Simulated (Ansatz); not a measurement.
# The cluster CaSi2: structure and electronic state

What does the cluster CaSi2 look like as a singlet, and where do its frontier electrons sit?

The runs use Ansatz 0.2.0, Gaussian basis; RKS PBE0-D4/def2-TZVP.

Levels to be run: relaxation at PBE-D4/def2-TZVP; a single point at PBE0-D4/def2-TZVP.

### Step 1. The system as given

3 atoms, charge 0, spin multiplicity 1.

Atoms are counted from 1 here; the program's logs count them from 0.

Bond lengths: Ca1–Si2 2.727 Å, Ca1–Si3 2.730 Å, Si2–Si3 2.217 Å. Angles: Si2–Ca1–Si3 47.9°, Ca1–Si2–Si3 66.1°, Ca1–Si3–Si2 66.0°.

As a file:

```xyz
3

Ca    1.5960    0.0619    0.4606
Si   -0.4897   -0.0138   -1.2949
Si   -1.1063   -0.0481    0.8344
```

The start is a GFN1-xTB geometry.

### Step 2. Optimising with PBE-D4/def2-TZVP

File in.yaml:

```yaml
crystal:
  periodic: [false, false, false]
  atoms:
    - {symbol: Ca, position_ang: [1.595990, 0.061880, 0.460570]}
    - {symbol: Si, position_ang: [-0.489720, -0.013760, -1.294920]}
    - {symbol: Si, position_ang: [-1.106270, -0.048120, 0.834360]}
basis:
  gaussian: {orbitals: def2-TZVP}
hamiltonian: {xc: pbe, dispersion: d4}
scf: {lower_state_search: "off"}
output: {orbitals: {seedname: orbitals}}
relax: {f_tol: 0.02, max_steps: 100}
```

Command:

```console
$ ansatz run in.yaml --threads 4 --pin off --events-out ev --progress --plain --max-ram 3916MiB
```

The runs that follow: Single point, PBE0-D4/def2-TZVP.

**Question.** What will the summary of the whole plan be? Wanted: point group; commonest bond; HOMO, LUMO at PBE0-D4/def2-TZVP; dipole at PBE-D4/def2-TZVP.

As calculated:

```
                       quantity                            value
                    point group                              C2v
                 commonest bond  Ca–Si, 2 of mean length 2.723 Å
HOMO, LUMO at PBE0-D4/def2-TZVP                  -4.88, -2.42 eV
     dipole at PBE-D4/def2-TZVP                           7.99 D
```

What this shows: The molecule keeps its bonding pattern by the stored test; the atoms moved 0.02 Å (rms). No usable vibrations, so a minimum isn't proven. Whether this spin is the lowest isn't tested here.
